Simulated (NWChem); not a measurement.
System: hydrogen chloride (HCl); SMILES Cl

Here is an NWChem input.

```
start job
memory heap 200 mb stack 900 mb global 1100 mb
geometry units angstroms
  Cl     0.000000     0.000000     0.075025
  H      0.000000     0.000000    -1.210165
end
basis spherical
  * library def2-svp
end
dft
  xc becke88 lyp
  iterations 150
end
driver
  maxiter 120
end
task dft optimize
task dft freq
```

The level has its own optimisation; frequencies are unscaled.

**Question.** Predict the main results of this run. (BLYP/def2-SVP.) Quantities: r Cl–H (Å); highest harmonic frequency (cm⁻¹); zero-point energy (kcal/mol); dipole (D).

**Answer.** 
```json
{
  "r Cl–H (Å)": "1.300",
  "highest harmonic frequency (cm⁻¹)": "2855",
  "zero-point energy (kcal/mol)": "4.1",
  "dipole (D)": "1.26"
}
```
